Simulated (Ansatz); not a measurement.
Relaxation of BFH5P (8 atoms, charge 0, multiplicity 1), to a largest force component of 0.03 eV/Å in at most 50 steps.

These are results of RKS r2SCAN-D4/6-31G* (Ansatz 0.2.0), not measurements.

```xyz
8
Properties=species:S:1:pos:R:3
B -0.012 0.135 0.039
F 0.001 0.588 1.287
H 1.038 -0.011 -0.519
H -1.080 -0.020 -0.486
P 0.122 -2.810 1.051
H -0.520 -2.485 -0.176
H 1.419 -2.495 0.562
H -0.062 -1.517 1.610
```

Problem. Where does it end, and by what steps?

Solution. The run converged. The force dipped under the threshold on the way, but the program's further checks kept it going. After 12 steps the energy has fallen by 0.105 eV; H8 moved furthest, 0.48 Å.

```csv
step,energy less start (eV),largest force component (eV/Å),accepted
0,0.0000,0.413,yes
1,-0.0844,0.234,yes
2,-0.0503,1.003,no
3,-0.0981,0.105,yes
4,-0.1014,0.082,yes
5,-0.1035,0.022,yes
6,-0.1039,0.041,yes
7,-0.1041,0.063,yes
8,-0.1043,0.078,yes
9,-0.1044,0.045,yes
10,-0.1045,0.058,yes
11,-0.1046,0.038,yes
12,-0.1047,0.005,yes
```

```xyz
8
Properties=species:S:1:pos:R:3
B 0.005 0.301 -0.048
F 0.026 0.779 1.189
H 1.055 0.131 -0.603
H -1.065 0.098 -0.552
P 0.188 -3.033 1.027
H -0.560 -2.534 -0.078
H 1.400 -2.435 0.579
H -0.145 -1.923 1.854
```

Whether the end is a true minimum wasn't checked by a vibrational analysis.

Run time: 37 s on 1 thread of Arm Neoverse V1, with other jobs on the host, peak memory 0.13 GiB.
